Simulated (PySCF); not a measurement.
The vertical singlet excitations below were computed for one of the candidates. Method: TDDFT PBE0/def2-SVPD, vertical, gas phase, core orbitals frozen in the response (PySCF 2.14.0, density-fitted response routines). Geometries: GFN2-xTB, one conformer each.

```json
{"state": "S1", "E (eV)": "5.39", "f": "0.021", "main configurations (H = HOMO, L = LUMO)": "H→L (98%)"}
{"state": "S2", "E (eV)": "6.17", "f": "0.029", "main configurations (H = HOMO, L = LUMO)": "H→L+1 (96%)"}
{"state": "S3", "E (eV)": "6.65", "f": "0.027", "main configurations (H = HOMO, L = LUMO)": "H→L+2 (96%)"}
{"state": "S4", "E (eV)": "6.79", "f": "0.347", "main configurations (H = HOMO, L = LUMO)": "H-1→L (90%)"}
{"state": "S5", "E (eV)": "6.91", "f": "0.0045", "main configurations (H = HOMO, L = LUMO)": "H→L+3 (85%), H→L+5 (11%)"}
{"state": "S6", "E (eV)": "6.98", "f": "0.060", "main configurations (H = HOMO, L = LUMO)": "H→L+4 (68%), H→L+5 (26%)"}
{"state": "S7", "E (eV)": "7.13", "f": "0.024", "main configurations (H = HOMO, L = LUMO)": "H-1→L+1 (93%)"}
{"state": "S8", "E (eV)": "7.31", "f": "0.0099", "main configurations (H = HOMO, L = LUMO)": "H→L+5 (46%), H→L+4 (23%), H-2→L (17%)"}
```

Question: Which structure fits?
A. `C=CC1CPC1`
B. `C=CP=C=O`
C. `CCC[P@@H](C)=S`
D. `C1CC1P1CC1`

Answer: A. Its S1 lies at 5.39 eV; the nearest of the others has S1 at 5.68 eV. S1 is HOMO→LUMO (98%). Löwdin shares by element: HOMO phosphorus 58%, carbon 28% or more; LUMO carbon 48% or more, phosphorus 20% (atoms not listed hold the other 32%). At the same level the other candidates give, for their lowest levels:
- `CCC[P@@H](C)=S`: 5.68 eV (f 0.006); 5.83 eV (f 0.038); 5.94 eV (f 0.048); 5.95 eV (f 0.044); 6.20 eV (f 0.012); T1 5.30 eV; HOMO -6.51, LUMO 0.31 eV
- `C1CC1P1CC1`: 6.56 eV (f 0.005); 6.65 eV (f 0.035); 6.67 eV (f 0.009); 7.06 eV (f 0.017); 7.10 eV (f 0.056); T1 5.45 eV; HOMO -7.14, LUMO 0.63 eV
- `C=CP=C=O`: 2.73 eV (f 0.001); 4.82 eV (f 0.069); 5.57 eV (f 0.146); 5.75 eV (f 0.001); 5.89 eV (f 0.000); T1 2.37 eV; HOMO -6.52, LUMO -2.01 eV

Conformer computed: `[CH2:1]=[CH:2][CH:3]1[CH2:4][PH:5][CH2:6]1`: C1–C2–C3–C4 125°.
Triplets come from the Tamm–Dancoff approximation.
